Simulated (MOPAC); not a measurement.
Input file for MOPAC: PM6 on C6H8O (a complex).

```
PM6 1SCF PRECISE CHARGE=0 THREADS=1
C6H8O

C      0.83314362 1    -0.60401459 1    -1.20755700 1
H      0.94918862 1    -1.13173959 1    -2.14414500 1
C      0.53093962 1     0.75689441 1    -1.20789500 1
H      0.40996062 1     1.28406841 1    -2.14405400 1
C      0.38028562 1     1.43776841 1     0.00000000 1
H      0.14446162 1     2.49303941 1     0.00000000 1
C      0.53093962 1     0.75689441 1     1.20789500 1
H      0.40996062 1     1.28406841 1     2.14405400 1
C      0.83314362 1    -0.60401459 1     1.20755700 1
H      0.94918862 1    -1.13173959 1     2.14414500 1
C      0.98464462 1    -1.28408059 1     0.00000000 1
H      1.22148262 1    -2.33931359 1     0.00000000 1
O     -3.01454738 1    -0.29969759 1     0.00000000 1
H     -2.84974338 1    -1.24441959 1     0.00000000 1
H     -2.12724638 1     0.07189241 1     0.00000000 1
```

Program output:

```
*******************************************************************************
 **                                                                           **
 **                              MOPAC v23.2.5                                **
 **                                                                           **
 *******************************************************************************
 ** MOPAC's Digital Object Identifier: https://doi.org/10.5281/zenodo.6511958 **
 **                                                                           **
 ** Please cite the open-source release paper for use of this MOPAC version:  **
 ** J. E. Moussa and J. J. P. Stewart (2026)                                  **
 ** MOPAC: An open-source semiempirical molecular orbital program             **
 ** J. Open Source Softw., 11(119), 8025, https://doi.org/10.21105/joss.08025 **
 *******************************************************************************

                              PM6 CALCULATION RESULTS

 *******************************************************************************
 *  PM6        - The PM6 Hamiltonian to be used
 *
 *
 *
 *                 CHARGE ON SYSTEM = 0
 *
 *
 *
 *  PRECISE    - TIGHTER CRITERIA TO BE USED
 *  1SCF       - DO 1 SCF AND THEN STOP
 *  THREADS=1  - MULTI-THREADING NOT USED
 *  T=         - A TIME OF 172800.0 SECONDS REQUESTED
 *  DUMP=N     - RESTART FILE WRITTEN EVERY 7200.0 SECONDS REQUESTED
 *******************************************************************************
PM6 1SCF PRECISE CHARGE=0 THREADS=1
 C6H8O

   ATOM   CHEMICAL          X               Y               Z
  NUMBER   SYMBOL      (ANGSTROMS)     (ANGSTROMS)     (ANGSTROMS)

     1       C          0.83314362  *  -0.60401459  *  -1.20755700  *
     2       H          0.94918862  *  -1.13173959  *  -2.14414500  *
     3       C          0.53093962  *   0.75689441  *  -1.20789500  *
     4       H          0.40996062  *   1.28406841  *  -2.14405400  *
     5       C          0.38028562  *   1.43776841  *   0.00000000  *
     6       H          0.14446162  *   2.49303941  *   0.00000000  *
     7       C          0.53093962  *   0.75689441  *   1.20789500  *
     8       H          0.40996062  *   1.28406841  *   2.14405400  *
     9       C          0.83314362  *  -0.60401459  *   1.20755700  *
    10       H          0.94918862  *  -1.13173959  *   2.14414500  *
    11       C          0.98464462  *  -1.28408059  *   0.00000000  *
    12       H          1.22148262  *  -2.33931359  *   0.00000000  *
    13       O         -3.01454738  *  -0.29969759  *   0.00000000  *
    14       H         -2.84974338  *  -1.24441959  *   0.00000000  *
    15       H         -2.12724638  *   0.07189241  *   0.00000000  *



          CARTESIAN COORDINATES

    NO.       ATOM           X           Y           Z

     1         C          0.8331     -0.6040     -1.2076
     2         H          0.9492     -1.1317     -2.1441
     3         C          0.5309      0.7569     -1.2079
     4         H          0.4100      1.2841     -2.1441
     5         C          0.3803      1.4378      0.0000
     6         H          0.1445      2.4930      0.0000
     7         C          0.5309      0.7569      1.2079
     8         H          0.4100      1.2841      2.1441
     9         C          0.8331     -0.6040      1.2076
    10         H          0.9492     -1.1317      2.1441
    11         C          0.9846     -1.2841      0.0000
    12         H          1.2215     -2.3393      0.0000
    13         O         -3.0145     -0.2997      0.0000
    14         H         -2.8497     -1.2444      0.0000
    15         H         -2.1272      0.0719      0.0000

 General Reference for PM6:
 "Optimization of Parameters for Semiempirical Methods V: Modification of NDDO Approximations
 and Application to 70 Elements", J. J. P. Stewart, J. Mol. Mod., 13, 1173-1213 (2007)
 URL: https://link.springer.com/article/10.1007/s00894-007-0233-4

           Empirical Formula: C6 H8 O  =    15 atoms



      MOLECULAR POINT GROUP   :   C1


      RHF CALCULATION, NO. OF DOUBLY OCCUPIED LEVELS = 19


 -------------------------------------------------------------------------------
 PM6 1SCF PRECISE CHARGE=0 THREADS=1
 C6H8O



     1SCF WAS SPECIFIED, SO BFGS WAS NOT USED
     SCF FIELD WAS ACHIEVED


                              PM6 CALCULATION
                                                       MOPAC v23.2.5 Linux




          FINAL HEAT OF FORMATION =        -31.50832 KCAL/MOL =    -131.83080 KJ/MOL


          COSMO AREA              =        145.96 SQUARE ANGSTROMS
          COSMO VOLUME            =        137.91 CUBIC ANGSTROMS

          IONIZATION POTENTIAL    =          9.997179 EV
          HOMO LUMO ENERGIES (EV) =         -9.997  0.049
          NO. OF FILLED LEVELS    =         19
          MOLECULAR WEIGHT        =         96.1286         POINT GROUP:  C1

          MOLECULAR DIMENSIONS (Angstroms)

            Atom       Atom       Distance
            H     8    H     2     4.95132
            H    14    H     6     4.54879
            O    13    H    12     4.17711


          SCF CALCULATIONS        =          1





   ATOM   CHEMICAL          X               Y               Z
  NUMBER   SYMBOL      (ANGSTROMS)     (ANGSTROMS)     (ANGSTROMS)

     1       C          0.83314362  *  -0.60401459  *  -1.20755700  *
     2       H          0.94918862  *  -1.13173959  *  -2.14414500  *
     3       C          0.53093962  *   0.75689441  *  -1.20789500  *
     4       H          0.40996062  *   1.28406841  *  -2.14405400  *
     5       C          0.38028562  *   1.43776841  *   0.00000000  *
     6       H          0.14446162  *   2.49303941  *   0.00000000  *
     7       C          0.53093962  *   0.75689441  *   1.20789500  *
     8       H          0.40996062  *   1.28406841  *   2.14405400  *
     9       C          0.83314362  *  -0.60401459  *   1.20755700  *
    10       H          0.94918862  *  -1.13173959  *   2.14414500  *
    11       C          0.98464462  *  -1.28408059  *   0.00000000  *
    12       H          1.22148262  *  -2.33931359  *   0.00000000  *
    13       O         -3.01454738  *  -0.29969759  *   0.00000000  *
    14       H         -2.84974338  *  -1.24441959  *   0.00000000  *
    15       H         -2.12724638  *   0.07189241  *   0.00000000  *

                             CARTESIAN COORDINATES

   1    C        0.833143620    -0.604014590    -1.207557000
   2    H        0.949188620    -1.131739590    -2.144145000
   3    C        0.530939620     0.756894410    -1.207895000
   4    H        0.409960620     1.284068410    -2.144054000
   5    C        0.380285620     1.437768410     0.000000000
   6    H        0.144461620     2.493039410     0.000000000
   7    C        0.530939620     0.756894410     1.207895000
   8    H        0.409960620     1.284068410     2.144054000
   9    C        0.833143620    -0.604014590     1.207557000
  10    H        0.949188620    -1.131739590     2.144145000
  11    C        0.984644620    -1.284080590     0.000000000
  12    H        1.221482620    -2.339313590     0.000000000
  13    O       -3.014547380    -0.299697590     0.000000000
  14    H       -2.849743380    -1.244419590     0.000000000
  15    H       -2.127246380     0.071892410     0.000000000


           Empirical Formula: C6 H8 O  =    15 atoms



      MOLECULAR POINT GROUP   :   C1


                  EIGENVALUES
 -30.32139 -29.99321 -26.29105 -26.28725 -21.56039 -21.55970 -18.30930 -18.13630
 -16.02894 -15.41106 -14.52531 -14.52494 -14.13184 -13.51456 -12.24213 -12.24112
 -11.59570 -10.00261  -9.99718   0.04938   0.06061   2.39442   4.18952   4.19073
   4.32780   4.72013   5.00773   5.01210   5.33464   5.40443   5.86777   5.87328
   6.05395   6.05596   6.09392   6.18737


              NET ATOMIC CHARGES AND DIPOLE CONTRIBUTIONS

  ATOM NO.   TYPE          CHARGE      No. of ELECS.   s-Pop       p-Pop
    1          C          -0.147406        4.1474     1.10407     3.04334
    2          H           0.147064        0.8529     0.85294
    3          C          -0.145436        4.1454     1.10451     3.04093
    4          H           0.148436        0.8516     0.85156
    5          C          -0.149809        4.1498     1.10488     3.04493
    6          H           0.149151        0.8508     0.85085
    7          C          -0.145436        4.1454     1.10451     3.04093
    8          H           0.148436        0.8516     0.85156
    9          C          -0.147406        4.1474     1.10407     3.04334
   10          H           0.147064        0.8529     0.85294
   11          C          -0.149544        4.1495     1.10400     3.04555
   12          H           0.146211        0.8538     0.85379
   13          O          -0.614004        6.6140     1.78158     4.83243
   14          H           0.302817        0.6972     0.69718
   15          H           0.309864        0.6901     0.69014
 DIPOLE           X         Y         Z       TOTAL
 POINT-CHG.     1.564    -0.758     0.000     1.738
 HYBRID         0.401    -0.190    -0.000     0.444
 SUM            1.965    -0.949     0.000     2.182


          ATOMIC ORBITAL ELECTRON POPULATIONS

     Atom    s        px        py        pz
    1  C   1.10407   1.00018   1.00010   1.04305
    2  H   0.85294
    3  C   1.10451   0.99791   0.99888   1.04415
    4  H   0.85156
    5  C   1.10488   1.00372   1.06398   0.97722
    6  H   0.85085
    7  C   1.10451   0.99791   0.99888   1.04415
    8  H   0.85156
    9  C   1.10407   1.00018   1.00010   1.04305
   10  H   0.85294
   11  C   1.10400   1.00485   1.06263   0.97807
   12  H   0.85379
   13  O   1.78158   1.46309   1.36934   2.00000
   14  H   0.69718
   15  H   0.69014

 **********************
 *                    *
 * JOB ENDED NORMALLY *
 *                    *
 **********************




 == MOPAC DONE ==
```

The run finished.

Cost: very roughly 0.020 core-seconds.
